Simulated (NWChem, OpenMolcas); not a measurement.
# How basis sets differ on BH3S (SMILES BS)

BH3S has 5 atoms, charge 0, and is taken as a singlet. As SMILES, `BS`. Geometry: relaxed at PBE0-D4/def2-TZVP.

Each level gives the HOMO–LUMO gap (eV). The values are calculated.

```
      level          kind     program  value (eV)
 UHF/STO-3G  Hartree–Fock  OpenMolcas       15.57
   HF/3-21G  Hartree–Fock      NWChem       13.64
   HF/6-31G  Hartree–Fock      NWChem       13.75
HF/def2-SVP  Hartree–Fock      NWChem       13.48
```

The values span 13.48 to 15.57 eV. A Hartree–Fock LUMO above zero doesn't converge with the basis: it sinks as sets grow more diffuse. Orbital gaps aren't excitation energies.
